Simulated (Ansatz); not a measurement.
`CSSCF` → `[CH2]F`• + `CS[S]`•  (homolysis of the C–S bond)

Gas-phase electronic energies from Ansatz, PBE0-D4/def2-TZVP geometries. CCSD(T)/CBS is the MP2 limit (def2-TZVPP, def2-QZVPP) plus CCSD(T) − MP2 in def2-TZVPP, frozen cores. This one scheme is used for every species. Functionals use def2-TZVPP. B3LYP here is the variant with VWN-RPA as its local correlation; programs differ in this. No spin–orbit coupling; open shells (•) take unrestricted orbitals. One conformer a species, not always the lowest.

| level | ΔE (kJ/mol) | difference from CCSD(T)/CBS |
| --- | --- | --- |
| PBE-D4 | 256.5 | -13.5 |
| r2SCAN-D4 | 239.3 | -30.7 |
| ωB97X-V | 266.8 | -3.2 |
| ωB97M-V | 269.9 | -0.1 |
| B2PLYP | 244.6 | -25.4 |
| r2SCAN | 236.8 | -33.2 |
| B3LYP | 229.4 | -40.6 |
| MP2/def2-TZVPP | 280.0 | 10.0 |
| SCS-MP2/def2-TZVPP | 275.8 | 5.8 |
| CCSD/def2-TZVPP | 250.7 | -19.3 |
| CCSD(T)/def2-TZVPP | 259.2 | -10.8 |
| MP2/def2-QZVPP | 285.6 | 15.6 |
| SCS-MP2/def2-QZVPP | 281.8 | 11.8 |
| HF/CBS(def2) | 157.8 | -112.2 |
| MP2/CBS(def2) | 290.8 | 20.8 |
| CCSD/CBS(def2) | 261.6 | -8.4 |
| CCSD(T)/CBS | 270.0 | 0 |

Largest T1 diagnostic among the species: 0.022.

In def2-TZVPP, CCSD(T) changes the Hartree–Fock value by +99.3 kJ/mol (the triples alone add +8.4 kJ/mol) and MP2 by +120.1 kJ/mol; breaking electron pairs costs correlation energy, which Hartree–Fock lacks. The D4 term adds +14.4 kJ/mol with B3LYP and +7.8 kJ/mol with PBE0; it sums over pairs of atoms, weighted by their polarisabilities, and B3LYP, whose exchange is more repulsive, gets the larger term.
